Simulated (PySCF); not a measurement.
## input.py for NaC⁺

File input.py (PySCF 2.14):

```python
from pyscf import gto, dft

mol = gto.M(
    atom='Na 0 0 0; C 0 0 2.743',
    basis='jorge-dzp-dkh',
    charge=1,
    spin=0,
    symmetry=True,
    verbose=4,
)
mf = dft.RKS(mol, xc='b3lyp')
mf = mf.sfx2c1e()
mf.kernel()
mf.analyze()
print('orbital energies (hartree):', mf.mo_energy[..., max(0, mol.nelec[1]-3):mol.nelec[0]+3].round(4))
```

```bash
$ OMP_NUM_THREADS=1 python input.py
```

Output (some set-up lines removed):

```
PySCF version 2.14.0

[INPUT] Symbol           X                Y                Z      unit          X                Y                Z       unit  Magmom
[INPUT]  1 Na     0.000000000000   0.000000000000   0.000000000000 AA    0.000000000000   0.000000000000   0.000000000000 Bohr   0.0
[INPUT]  2 C      0.000000000000   0.000000000000   2.743000000000 AA    0.000000000000   0.000000000000   5.183518759682 Bohr   0.0

nuclear repulsion = 12.7326634782063
point group symmetry = Coov
symmetry origin: [0.         0.         1.82947721]
symmetry axis x: [1. 0. 0.]
symmetry axis y: [0. 1. 0.]
symmetry axis z: [0. 0. 1.]
num. orbitals of irrep A1 = 19
num. orbitals of irrep E1x = 8
num. orbitals of irrep E1y = 8
num. orbitals of irrep E2x = 2
num. orbitals of irrep E2y = 2
number of shells = 19
number of NR pGTOs = 73
number of NR cGTOs = 39
basis = jorge-dzp-dkh
ecp = {}

******** <class 'pyscf.x2c.sfx2c1e.sfX2C1eSymAdaptedRKS'> ********
method = sfX2C1eSymAdaptedRKS
initial guess = minao
damping factor = 0
level_shift factor = 0
DIIS = <class 'pyscf.scf.diis.CDIIS'>
SCF conv_tol = 1e-09
SCF max_cycles = 50
XC functionals = b3lyp

grids dens level: 3

******** <class 'pyscf.x2c.sfx2c1e.SpinFreeX2CHelper'> ********
approx = 1e
xuncontract = 1
Freeze 0 electrons in irreps []
    16 free electrons in irreps A1 E1x E1y E2x E2y
Initial guess from minao.
tot grids = 32224
init E= -200.260321921206
HOMO (A1) = -0.164224517261751  LUMO (E1y) = -0.146979621087351  gap/eV = 0.46926
cycle= 1 E= -200.090073237554  delta_E= 0.17  |g|= 0.284  |ddm|= 1.39
HOMO (A1) = -0.537433702354058  LUMO (E1y) = -0.469259014420949  gap/eV = 1.85513
cycle= 2 E= -200.113863596936  delta_E= -0.0238  |g|= 0.212  |ddm|= 0.801
HOMO (A1) = -0.439112864106697  LUMO (E1y) = -0.365268252610896  gap/eV = 2.00941
cycle= 3 E= -200.132015313338  delta_E= -0.0182  |g|= 0.0154  |ddm|= 0.332
HOMO (A1) = -0.431477676698286  LUMO (E1y) = -0.35573022425255  gap/eV = 2.06119
cycle= 4 E= -200.132098744594  delta_E= -8.34e-05  |g|= 0.0032  |ddm|= 0.0247
HOMO (A1) = -0.430717968592212  LUMO (E1y) = -0.354827076960939  gap/eV = 2.06510
cycle= 5 E= -200.132100410062  delta_E= -1.67e-06  |g|= 0.000673  |ddm|= 0.00397
HOMO (A1) = -0.430906630541919  LUMO (E1y) = -0.355041771699417  gap/eV = 2.06439
cycle= 6 E= -200.132100561354  delta_E= -1.51e-07  |g|= 1.65e-05  |ddm|= 0.000978
HOMO (A1) = -0.430905147670273  LUMO (E1y) = -0.355041219047123  gap/eV = 2.06436
cycle= 7 E= -200.132100561579  delta_E= -2.25e-10  |g|= 2.31e-06  |ddm|= 4.97e-05
HOMO (A1) = -0.430903462183224  LUMO (E1y) = -0.355039562898893  gap/eV = 2.06436
Extra cycle  E= -200.13210056158  delta_E= -1.65e-12  |g|= 1.35e-06  |ddm|= 5.74e-06
converged SCF energy = -200.13210056158
**** SCF Summaries ****
Total Energy =                        -200.132100561580188
Nuclear Repulsion Energy =              12.732663478206343
One-electron Energy =                 -299.961379023900292
Two-electron Energy =                   87.096614984113756
Two-electron Coulomb Energy =          106.596055223638956
DFT Exchange-Correlation Energy =      -19.499440239525203
HOMO-LUMO gap [eV] =                     2.064361848408333
Wave-function symmetry id = 0
**** MO energy ****
MO #1 (A1 #1), energy= -38.8036876310042 occ= 2
MO #2 (A1 #2), energy= -10.5546745171713 occ= 2
MO #3 (A1 #3), energy= -2.48135942571366 occ= 2
MO #4 (E1x #1), energy= -1.40590010868868 occ= 2
MO #5 (E1y #1), energy= -1.40590010868868 occ= 2
MO #6 (A1 #4), energy= -1.40414195274558 occ= 2
MO #7 (A1 #5), energy= -0.759544792372921 occ= 2
MO #8 (A1 #6), energy= -0.430903462183224 occ= 2
MO #9 (E1x #2), energy= -0.355039562898893 occ= 0
MO #10 (E1y #2), energy= -0.355039562898893 occ= 0
MO #11 (A1 #7), energy= -0.23473284318797 occ= 0
[28 lines left out]
 ** Mulliken pop on meta-lowdin orthogonal AOs  **
 ** Mulliken pop  **
pop of  0 Na 1s           1.99999
pop of  0 Na 2s           1.99956
pop of  0 Na 3s           0.12249
pop of  0 Na 4s           0.00298
pop of  0 Na 5s           0.00270
pop of  0 Na 6s           0.00029
pop of  0 Na 7s           0.00092
pop of  0 Na 2px          1.99985
pop of  0 Na 2py          1.99985
pop of  0 Na 2pz          1.99987
pop of  0 Na 3px          0.00005
pop of  0 Na 3py          0.00005
[27 lines left out]
 ** Mulliken atomic charges  **
charge of    0Na =      0.86122
charge of    1C =      0.13878
Dipole moment(X, Y, Z, Debye): -0.00000, -0.00000,  1.44698
orbital energies (hartree): [-1.4041 -0.7595 -0.4309 -0.355  -0.355  -0.2347]
```

In short: E(SCF) = -200.132101 Eh, 7 cycles.

Hardware: Arm Neoverse V1, 1 thread, shared host. Wall time 1.6 s, peak memory 0.17 GiB.

Stability towards an unrestricted solution was not tested. The bond length is a typed value, not an optimised one. The dipole of an ion depends on the origin.
